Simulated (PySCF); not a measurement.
C5H10N (doublet state).
Z-matrix (Å and degrees, GFN2-xTB geometry), rows numbered from 1:
```
C 
N   1  1.4443
C   2  1.3933  1  118.20
C   3  1.4469  2  121.02  1   159.19
C   4  1.5138  3  120.51  2  -161.50
C   5  1.4952  4   60.80  3  -110.90
H   1  1.0988  2  113.34  3   -69.31
H   1  1.0896  2  109.00  3   169.51
H   1  1.0894  2  108.68  3    51.10
H   2  1.0133  1  113.11  3   134.67
H   3  1.0754  2  115.98  1   -38.59
H   4  1.0853  3  113.87  2   -16.93
H   5  1.0794  4  117.47  6   108.26
H   5  1.0796  4  118.34  6  -108.72
H   6  1.0793  4  118.21  5   108.56
H   6  1.0789  4  117.50  5  -108.12
```

The hyperfine couplings belong to this conformer and change with its torsions.

As a line formula: `CN[CH]C1CC1` [radical].

Method used: UKS B3LYP, pcH-1 on C H N, non-relativistic, mean-field spin-orbit, GIAO (PySCF). One conformer (not necessarily the lowest) at the GFN2-xTB geometry, without solvent, vibrations or thermal averaging. A GFN2-xTB geometry isn't a minimum of the functional, and hyperfine couplings can be far from their values at a DFT geometry. The SCF solution wasn't tested for stability.

(1) The isotropic 13C couplings, averaged over equivalent nuclei, are +78.8, +49.7, -33.1, +21.9 MHz. Assign them to C1; C3; C4; C5/C6.

(2) The isotropic 1H couplings, averaged over equivalent nuclei, are -43.8, +9.0, +6.4, -4.9, +3.1, 0.0 MHz. Assign them to H7/H8/H9; H10; H11; H12; H13/H16; H14/H15.

## Answers

(1) 
```csv
site,a_iso (MHz),ρ(0) (bohr⁻³),position,distance from C3 (Å),spin population,largest |T| (MHz)
C1,+21.9,+0.0195,2 bonds from C3,2.43,-0.01,4.0
C3,+78.8,+0.0701,largest spin population,0.00,+0.82,134.8
C4,-33.1,-0.0294,1 bond from C3,1.45,-0.09,4.1
C5/C6,+49.7,+0.0442,2 bonds from C3,2.58,+0.06,13.8
```

(2) 
```tsv
site	a_iso (MHz)	ρ(0) (bohr⁻³)	position	distance from C3 (Å)	bound to	spin population there	largest |T| (MHz)
H7/H8/H9	+9.0	+0.0020	γ, 3 bonds from C3	2.94	C1	-0.01	6.3
H10	0.0	0.0000	β, 2 bonds from C3, on N2 of spin population +0.15	2.01	N2	+0.15	18.2
H11	-43.8	-0.0098	α, 1 bond from C3	1.08	C3	+0.82	31.8
H12	+3.1	+0.0007	β, 2 bonds from C3	2.13	C4	-0.09	6.9
H13/H16	-4.9	-0.0011	γ, 3 bonds from C3	2.78	C5/C6	+0.06	6.4
H14/H15	+6.4	+0.0014	γ, 3 bonds from C3	3.46	C5/C6	+0.06	5.4
```

ρ(0) is the spin density at the nucleus and T the dipolar tensor; entries for several nuclei are means. The largest Mulliken spin populations are on C3 (+0.82), N2 (+0.15), C4 (-0.09) and C6 (+0.07). The angles at C3 add up to 357.5°, so it is nearly planar; its axial dipolar tensor and the negative coupling of its proton fit spin in a p orbital normal to that plane.

Means are taken over nuclei equivalent by connectivity, which assumes that they swap fast. The three 1H nuclei of mean +9.0 MHz run from -2.5 to 21.8 MHz in the frozen geometry. The 13C value of +49.7 MHz is a mean of couplings from 39.1 to 60.3 MHz in this one geometry, not an average over conformers. The 1H value of +6.4 MHz is a mean of couplings from 3.5 to 9.3 MHz in this one geometry, not an average over conformers.
